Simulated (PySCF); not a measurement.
# Br2F: the cost of one run

Programs: PySCF 2.14.0. All values are calculated, for the isolated system unless a continuum is named. Atoms count from 0, parts from 1.

## 1. Starting point

3 atoms, charge -1, multiplicity 1; geometry: GFN2-xTB. Parts: 1 = atoms 0–1, `FBr`, charge 0; 2 = atom 2, `[Br-]`, charge -1. In the given geometry Br0 and Br2 of different parts are bonded (2.47 Å), so values for the parts refer to these atom groups.

## 2. Optimising the geometry at PBE0-D3(BJ)/def2-TZVPD

The job: settings as JSON, then the geometry in Å.

```
{"job": {"xc": "PBE0", "basis": "def2-TZVPD", "d3": "d3bj", "grid": 3, "kind": "geom", "shake": 0.01}, "charge": -1, "multiplicity": 1, "parts": [{"atoms": "0-1", "charge": 0, "multiplicity": 1}, {"atoms": "2-2", "charge": -1, "multiplicity": 1}]}
Br     0.982153    -0.274606     0.295524
F     -1.009180     0.135347    -0.162804
Br     3.350518    -0.729602     0.838524
```

Started as:

```console
OMP_NUM_THREADS=1 python cluster_run.py task.json out
```

This one command runs all jobs of the session in turn.

**Question.** How long does this first job take on 1 thread of Arm Neoverse V1, shared host, and how much memory does it need?

About 48 s, with a peak of 0.58 GiB.
